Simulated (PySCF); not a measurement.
CH3O, multiplicity 2. Atoms are numbered in the order given.

```xyz
5

C      0.0132     0.5688     0.0000
O      0.0049    -0.7870     0.0000
H     -0.5656     0.9295     0.8686
H     -0.5656     0.9295    -0.8686
H      1.0126     1.0242     0.0000
```
Charge 0, spin multiplicity 2.

Geometry optimised at PBE0-D3(BJ)/def2-TZVP. A frequency run showed that this geometry is not a minimum. The isomer is the one that the SMILES or the coordinates give; other isomers of the formula were not compared.

Computed with TDA-LC-ωPBE/def2-TZVPD (PySCF 2.14.0).

Vertical excitations. 

Computed excitation energies, oscillator strengths and character:
| state | energy (eV) | λ (nm) | f | main pairs |
|---|---|---|---|---|
| root 1 | 0.46 | 2667 | 0.000 | β HOMO→LUMO 95 % |
| root 2 | 4.70 | 264 | 0.001 | β HOMO−1→LUMO 97 % |
| root 3 | 7.10 | 175 | 0.080 | β HOMO−2→LUMO 95 % |
| root 4 | 7.36 | 168 | 0.003 | β HOMO−3→LUMO 95 % |
| root 5 | 7.40 | 168 | 0.000 | β HOMO→LUMO+1 77 % |
| root 6 | 7.90 | 157 | 0.002 | α HOMO→LUMO 77 % |
| root 7 | 8.42 | 147 | 0.008 | α HOMO→LUMO+1 9 %, β HOMO→LUMO+2 61 % |
| root 8 | 8.82 | 141 | 0.011 | β HOMO→LUMO+4 88 % |
| root 9 | 8.84 | 140 | 0.000 | α HOMO−1→LUMO 14 %, β HOMO→LUMO+3 75 % |
| root 10 | 8.96 | 138 | 0.019 | α HOMO−1→LUMO 61 %, β HOMO→LUMO+3 20 % |
Unrestricted roots are not spin-pure.
